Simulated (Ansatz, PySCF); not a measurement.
This PySCF input computes a CCSD(T)/cc-pVDZ energy:

```python
from pyscf import gto, scf, mp, cc as ccmod

mol = gto.M(
    atom='''
    N    -0.01289421    0.71390346   -0.08274131
    N     0.01143230   -0.71580235   -0.06455095
    H     0.22690319    1.11743039    0.81759820
    H    -0.95122073    1.00639896   -0.32213030
    H    -0.21034728   -1.09592557    0.85047264
    H     0.94489814   -1.01461151   -0.31489471
    ''',
    basis='cc-pvdz',
    charge=0,
    spin=0,
    verbose=4,
)

mf = scf.RHF(mol)
mf.conv_tol = 1e-10
mf.max_cycle = 100
mf.kernel()
mp2 = mp.MP2(mf, frozen=2).run()
cc = ccmod.CCSD(mf, frozen=2)
cc.max_cycle = 100
cc.kernel()
et = cc.ccsd_t()
print(f'E(CCSD(T)) = {cc.e_tot + et:.9f}')
```

Problem. Write an input for the same energy in Ansatz (an electronic-structure program) and say what it gives.

Solution. 
Ansatz 0.2 input:
```yaml
crystal:
  periodic: [false, false, false]
  atoms:
    - {symbol: N, position_ang: [-0.01289421, 0.71390346, -0.08274131]}
    - {symbol: N, position_ang: [0.01143230, -0.71580235, -0.06455095]}
    - {symbol: H, position_ang: [0.22690319, 1.11743039, 0.81759820]}
    - {symbol: H, position_ang: [-0.95122073, 1.00639896, -0.32213030]}
    - {symbol: H, position_ang: [-0.21034728, -1.09592557, 0.85047264]}
    - {symbol: H, position_ang: [0.94489814, -1.01461151, -0.31489471]}
basis:
  gaussian:
    orbitals: cc-pVDZ
magnetization: {spin_polarized: false}
correlation: {method: ccsd_t, electrons: outside_noble_gas}
```
It gives -111.56962 Eh, and PySCF -111.56962 Eh, a difference of 0.00 mEh.
